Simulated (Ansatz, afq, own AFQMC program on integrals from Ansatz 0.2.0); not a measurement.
Two steps: Ansatz 0.2.0 writes the Fock matrix and Cholesky factors of the valence space, and afq projects on them the lowest state that overlaps trial and start.

```yaml
crystal:
  periodic: [false, false, false]
  atoms:
    - {symbol: Si, position_ang: [0.000000, -0.047060, 0.551810]}
    - {symbol: B, position_ang: [0.000000, -0.060513, -1.363344]}
    - {symbol: H, position_ang: [0.000000, 1.171072, 1.447364]}
    - {symbol: H, position_ang: [0.000000, 0.789266, -2.200146]}
basis:
  gaussian: {orbitals: cc-pVTZ}
total_charge: 1
magnetization: {spin_polarized: true, initial_magnetization: 4}
correlation: {method: ccsd_t, electrons: outside_noble_gas, hamiltonian_folder: ham}
```

```sh
$ ansatz run in.yaml --threads 1 --pin off --events-out ev --progress --plain --max-ram 16896MiB --backend cuda --devices 0, --max-vram 18GiB
```

Options of the walk:

```
--method phaseless --trial hf --walkers 800 --populations 10 --least-time 40 --time-step 0.005 --steps-per-block 20 --equilibration-blocks 112 --max-blocks 4000 --target-error 0.0008500 --factor-cut 1e-05 --start spin_pure --seed 128 --taylor-order 6
```

Times are imaginary, in 1/Eh. The walk had a cap of 91 s. With eight or more populations the least sampling time is a fifth of least-time, and the error comes from their spread.

Output of the walk:

```
orbitals 86  electrons 6 2  factors 532 of 536
reference energy -314.25474471 Eh
CCSD correlation -0.15952887 Eh in 14 cycles, weight of the determinant in the CISD state 0.8658
energy of the start -314.255060 Eh
 block  time / (1/Eh)  mean weight  energy / Eh
     1     0.100  1.0000  -314.284558
     2     0.200  1.0009  -314.306297
     3     0.300  1.0013  -314.322925
     4     0.400  1.0001  -314.335485
     5     0.500  1.0006  -314.346089
     7     0.700  1.0005  -314.364274
     9     0.900  1.0007  -314.374581
    11     1.100  1.0007  -314.387208
    31     3.100  1.0000  -314.408175
    51     5.100  1.0001  -314.416643
    61     6.100  1.0007  -314.412224
    71     7.100  1.0001  -314.421956
    91     9.100  1.0001  -314.420044
   111    11.100  1.0003  -314.419661
   131    13.100  0.9999  -314.419772
   151    15.100  1.0004  -314.421620
   171    17.100  0.9993  -314.421899
   191    19.100  1.0003  -314.430132
   211    21.100  1.0003  -314.424972
   231    23.100  0.9995  -314.425199
   251    25.100  0.9997  -314.416150
   271    27.100  0.9999  -314.424482
   291    29.100  0.9999  -314.420097
   311    31.100  1.0003  -314.418732
   331    33.100  1.0006  -314.423707
   351    35.100  0.9997  -314.420779
   371    37.100  0.9993  -314.423211
   391    39.100  0.9999  -314.422706
   411    41.100  1.0007  -314.421497
   431    43.100  0.9994  -314.426123
error from the spread of 10 populations
energy -314.421278 +/- 0.000843 Eh
(rows thinned)
```

The run passed its tests (sampling time, drift between the halves within three errors, error under three times the target), which doesn't prove that it has relaxed.

Against this walk (error 22.9 meV) on the same determinant: CCSD(T) 9.3 meV lower (within the noise), CCSDT(Q) 75.2 meV lower, a separate phaseless walk with a CISD trial and standard settings 43.0 ± 23.4 meV lower (within the noise). The error is statistical and leaves out the bias of the constraint. CCSDT(Q) is the surest value here, so the walk's 75 meV above it is most likely the bias of the constraint with this trial, which can have either sign.

Cautions: constraint bias not in the error; another spin lies lower (by 3.67 eV); raised T1 diagnostic (T1 0.045, weight of the determinant 0.87, largest double 0.08); the bias of populations of 80 walkers isn't removed.

The walk took 54 s on 1 × NVIDIA H100 80GB HBM3 with 2 threads of AMD EPYC 7R13 Processor (Zen 3), on a shared host (the card was shared). The log's last line is the phaseless energy.

CCSDT and higher add their correlation energy to the determinant of the CCSD(T) run, since their own runs factorise the integrals more tightly (a shift of under 2 meV). A walk keeps the symmetry of its determinant, which the program's search chose and which needn't be the lowest solution, so a lower state of the same spin and another symmetry isn't excluded.
